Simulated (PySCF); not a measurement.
`NCC(F)F`, C2H5F2N

Molfile (atoms numbered from 1):
```
C2H5F2N
     RDKit          3D

 10  9  0  0  0  0  0  0  0  0999 V2000
   -0.4823    1.1738    0.5701 N   0  0  0  0  0  0  0  0  0  0  0  0
   -0.2282    0.2084   -0.4782 C   0  0  0  0  0  0  0  0  0  0  0  0
    0.7402   -0.8263    0.0273 C   0  0  0  0  0  0  0  0  0  0  0  0
    1.0349   -1.7110   -0.9585 F   0  0  0  0  0  0  0  0  0  0  0  0
    0.1677   -1.5318    1.0436 F   0  0  0  0  0  0  0  0  0  0  0  0
   -1.0029    0.7464    1.3257 H   0  0  0  0  0  0  0  0  0  0  0  0
   -1.0303    1.9484    0.2226 H   0  0  0  0  0  0  0  0  0  0  0  0
    0.2462    0.7112   -1.3245 H   0  0  0  0  0  0  0  0  0  0  0  0
   -1.1114   -0.3264   -0.8575 H   0  0  0  0  0  0  0  0  0  0  0  0
    1.6711   -0.3951    0.4062 H   0  0  0  0  0  0  0  0  0  0  0  0
  1  2  1  0
  2  3  1  0
  3  4  1  0
  3  5  1  0
  1  6  1  0
  1  7  1  0
  2  8  1  0
  2  9  1  0
  3 10  1  0
M  END
```

Method: quadratic response CAM-B3LYP/def2-TZVPD first hyperpolarisability, Taylor convention, gas phase in PySCF 2.14.0. Geometry: PBE0-D3(BJ)/def2-TZVP.

**Question.** Give the tensor of the second harmonic β(−2ω;ω,ω) at 1907 nm in the axes of these coordinates.

**Answer.** In au, Taylor convention; rows are the first index (the induced dipole):
|  | xx | yy | zz | xy | xz | yz |
| --- | --- | --- | --- | --- | --- | --- |
| x | +2.2 | +4.8 | -0.7 | -16.9 | -7.6 | +3.2 |
| y | -16.7 | -29.8 | -8.4 | +5.0 | +3.3 | +10.8 |
| z | -7.4 | +10.7 | +12.5 | +3.3 | -0.5 | -8.4 |

Norm of βᵢ = ⅓ Σⱼ (βᵢⱼⱼ + βⱼᵢⱼ + βⱼⱼᵢ): 57.7 au, hyper-Rayleigh value 22.7 au.
